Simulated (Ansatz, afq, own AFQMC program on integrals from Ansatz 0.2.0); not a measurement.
SiNH5, singlet: AFQMC among the cluster methods

```xyz
7

N    -1.8479    0.0253   -0.0188
H    -2.1452    0.9931   -0.0188
H    -2.1452   -0.3770    0.8614
H    -0.6719    0.0253   -0.0188
Si    0.9851    0.0253   -0.0188
H     1.5972   -0.8490    1.0712
H     1.5972   -0.8490   -1.1088
```

Basis cc-pVDZ. Only valence electrons are correlated. Integrals, coupled cluster, full CI and functionals: Ansatz 0.2.0; the random walks run on the same integrals in our own AFQMC program. The CISD trial takes its coefficients from CCSD amplitudes. Released means that phaseless walkers are propagated on without the constraint, phases kept. ± is one standard error of the sampling.

Determinant: RHF, the one that the program's search chose, which needn't be the lowest solution. The geometry is a point of a scan.

No full CI on the walks' own integrals is used here; CCSDT(Q) serves as the reference and is uncertain by about the last step of the cluster series.

Cautions: higher spins were not checked; restricted determinant unstable towards unrestricted (UHF 232 meV lower, ⟨S²⟩ 0.58).

- T1 diagnostic: 0.0155
- weight of the determinant in the CISD state: 0.846
- size of the correlated space: 14 electrons in 51 orbitals

Reference: CCSDT(Q), correlation energy -9.452 eV. The released energy is read at 2.40 1/Eh (meV from the phaseless value at times in 1/Eh: -7 ± 5 at 0.24, -14 ± 7 at 0.51, -20 ± 5 at 0.99, -31 ± 7 at 1.62, -32 ± 8 at 2.40).

| level | E − E(reference) (mEh) | share of correlation (%) |
| --- | --- | --- |
| HF | 347.34 | 0.00 |
| MP2 | 52.54 | 84.87 |
| CCSD | 11.71 | 96.63 |
| CCSD(T) | 2.09 | 99.40 |
| CCSDT | 0.83 | 99.76 |
| ph-AFQMC/CISD | 0.72 ± 0.22 | 99.79 |
| released AFQMC | -0.46 ± 0.28 | 100.13 |

Released energies are given only where the last usable release times agree within the noise; a slower fall can still hide under it.
